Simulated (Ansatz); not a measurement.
A structure drawn as `CCNCF`, with this starting geometry:

```xyz
13

C     0.603    0.218   -1.427
C    -0.574   -0.252   -0.644
N    -0.147   -0.814    0.623
C     0.172    0.109    1.622
F    -0.880    0.911    1.902
H     1.336   -0.501   -1.628
H     0.225    0.571   -2.446
H     1.034    1.110   -0.982
H    -1.067   -1.066   -1.267
H    -1.317    0.516   -0.508
H    -0.949   -1.335    1.007
H     1.013    0.798    1.247
H     0.550   -0.266    2.502
```

The species carries charge 0 and has multiplicity 1.

(1) Relax it with Ansatz at PBE-D4/def2-SVP and then PBE0-D4/def2-TZVP. Is the drawn bonding still there?

(2) Give the relaxed structure. (Best estimate.)

Atoms count as bonded under 1.1 times the sum of their covalent radii (H–H under 0.85 Å, pairs among N, O and F under 1.55 Å), and a drawn bond as lost past 1.3 times.

## Answers

(1) Yes, every drawn bond is still there and no new one forms.

(2) The calculation gave: 
Z-matrix (Å, degrees):
```
C
C 1 1.516
H 1 1.092 2 112.0
H 1 1.092 2 110.7 3 121.0
H 1 1.092 2 110.0 3 -119.0
N 2 1.458 1 112.4 3 -66.5
H 2 1.093 1 109.1 3 175.4
H 2 1.098 1 109.7 3 58.6
C 6 1.398 2 117.5 1 67.0
H 6 1.010 2 111.5 1 -162.7
F 9 1.412 6 113.6 2 61.6
H 9 1.091 6 111.0 2 -57.2
H 9 1.092 6 110.0 2 -179.6
```
All modes are real.
